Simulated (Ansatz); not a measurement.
A nudged elastic band was laid between two geometries of C₂H₅Si (8 atoms, charge 1, multiplicity 1).

These are results of RKS r2SCAN-D4/def2-SVP in Ansatz 0.2.0, not measurements.

```yaml
movable_images: 9
climbing_image: yes
spring: 5.0 eV/Å²
optimiser: quadratic models (default)
start_path: through a guess of the saddle point
force_threshold: 0.05 eV/Å
iteration_limit: 45
end_points: relaxed
```

Initial state:

```xyz
8
Properties=species:S:1:pos:R:3
C -0.929 1.008 -0.406
C -0.148 -0.029 0.010
Si 0.859 -1.324 0.533
H -1.285 1.079 -1.450
H 0.335 1.146 -0.457
H -1.293 1.777 0.298
H 2.319 -1.136 0.464
H 0.142 -2.522 1.008
```

Final state:

```xyz
8
Properties=species:S:1:pos:R:3
C -0.638 1.188 -0.477
C 0.086 0.116 -0.046
Si 0.978 -1.251 0.504
H -0.918 2.009 0.207
H -1.266 0.158 -0.070
H -0.908 1.313 -1.541
H 2.444 -1.105 0.454
H 0.221 -2.427 0.968
```

Problem. What changes between the two ends?

Solution. No bond is made or broken.  The two ends are copies of one structure, up to a mirror image or an exchange of like atoms.

Problem. What energy profile does the band end with?

Solution. The forces met the threshold. The highest image is number 5 of 0 to 10, 1.7 kcal/mol above the ends, which have the same energy within 2 meV. The profile has 3 maxima (images 2, 5, 8) with wells between them (images 4, 6): this band takes more than one step, which may be the mechanism or a detour left from its start path. A vibrational analysis at the climbing image gives one clearly imaginary mode, 249i cm⁻¹: a first-order saddle point. Limits of this set-up: the dipole of an ion depends on the origin.

```tsv
image	path coordinate (Å)	energy (kcal/mol)
0	0.00	0.0
1	0.57	0.6
2	1.15	1.7
3	1.72	1.2
4	2.29	0.9
5	2.86	1.7
6	3.43	0.9
7	4.00	1.2
8	4.57	1.7
9	5.14	0.6
10	5.71	0.0
```

Problem. What is the geometry of the highest image?

Solution. 
```xyz
8
Properties=species:S:1:pos:R:3
C -0.624 1.075 -0.537
C 0.053 -0.036 -0.028
Si 0.877 -1.403 0.612
H -1.721 0.842 -0.516
H -0.305 1.477 -1.512
H -0.631 1.862 0.261
H 2.036 -1.098 1.477
H 0.315 -2.718 0.243
```

The band took 13 iterations and of the order of 6 core-minutes.

Time of the run: 5.6 min on 1 thread of Intel(R) Xeon(R) Platinum 8259CL CPU @ 2.50GHz (Skylake/Cascade Lake), on a shared host, peak memory 0.17 GiB.
